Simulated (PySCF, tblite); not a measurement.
## Complex of hydrogen chloride and 2 × methanol

A gas-phase complex of hydrogen chloride and 2 × methanol; neutral, singlet. The structure comes from a short search (6 tight-binding starts) and was relaxed by PBE0-D3(BJ)/def2-SVPD; another way of binding may lie lower. No frequency run checks that it is a minimum.

Parts: 1 = hydrogen chloride (Cl), atoms 1–2; 2 = methanol (CO), atoms 3–8; 3 = methanol (CO), atoms 9–14.

```xyz
14

Cl    0.376    0.126    0.150
H     0.045   -1.202    0.426
C     0.561   -2.312   -3.215
O    -0.334   -1.974   -2.178
H     0.421   -3.377   -3.439
H     0.352   -1.734   -4.128
H     1.611   -2.148   -2.920
H    -0.174   -1.063   -1.885
C     0.832   -3.416    0.818
O    -0.261   -2.622    0.395
H     0.938   -3.286    1.901
H     0.642   -4.477    0.603
H     1.769   -3.104    0.329
H    -0.353   -2.661   -0.586
```
(Å; atoms numbered from 1)

Contacts between parts, classed by geometry: H2···O10 1.453 Å (hydrogen bond, 167°); H14···O4 1.734 Å (hydrogen bond, 154°).

Deforming the relaxed parts to their shape here costs 4.2 kcal/mol, which the interaction energies leave out.

Interaction energies are complex less parts, with the parts frozen as they stand in it; counterpoise-corrected, in kcal/mol (PySCF).

(1) Give the interaction energy at each level run.

(2) What holds them together? Decompose the wB97M-D3(BJ)/def2-SVPD energy: frozen parts, their antisymmetrised product, then relaxation.

(3) Are the pair energies additive?

The parts were also relaxed and run alone, at the levels used for the complex: shieldings by PBE0/pcSseg-1; core levels by delta-SCF with SCAN, pcX-2 on the ionised atom and pcseg-1 elsewhere, spin-free X2C (2p3/2 is the spin-free 2p value less a third of a first-order spin-orbit splitting).

Values alone: Cl1–H2 bond (Å): 1.288; shielding of H2 (ppm): 30.34; shielding of O10 (ppm): 332.0; shielding of H14 (ppm): 32.07; shielding of O4 (ppm): 332.0; Cl1 2p3/2 core level (eV): 207.38; O4 1s core level (eV): 539.01; O10 1s core level (eV): 539.01.

(4) What does binding change?

Results:

(1) 
```tsv
level	interaction	superposition error removed
wB97M-D3(BJ)/def2-SVPD	-20.08	-2.10
PBE0-D3(BJ)/def2-SVPD	-22.78	-2.13
```

(2) electrostatic -48.2, Pauli repulsion +68.4, orbital relaxation -38.6, dispersion correction -3.7 kcal/mol, which sum to the value before the counterpoise correction; the Pauli term holds the exchange-correlation of the frozen density too. Of the attraction, 53 % is electrostatic, 43 % is orbital relaxation, 4 % is dispersion correction.

(3) The pairs sum to -14.49 kcal/mol (1–2 -2.6, 1–3 -7.5, 2–3 -4.4); the rest of -5.59 is a many-body strengthening.

(4) 
```csv
property,alone,in the complex,change
Cl1–H2 bond (Å),1.288,1.396,+0.108
shielding of H2 (ppm),30.34,18.25,-12.09
shielding of O10 (ppm),332.0,288.8,-43.2
shielding of H14 (ppm),32.07,25.65,-6.41
shielding of O4 (ppm),332.0,319.5,-12.5
Cl1 2p3/2 core level (eV),207.38,205.19,-2.19
O4 1s core level (eV),539.01,539.37,+0.36
O10 1s core level (eV),539.01,539.37,+0.36
```

Density functionals tend to overstate the lengthening and the red shift of so strongly bound an X–H bond.

The 4 runs behind this took 3.2 min in all, one thread each of Arm Neoverse V1 on a shared host, launched as `OMP_NUM_THREADS=1 python cluster_run.py task.json out`.
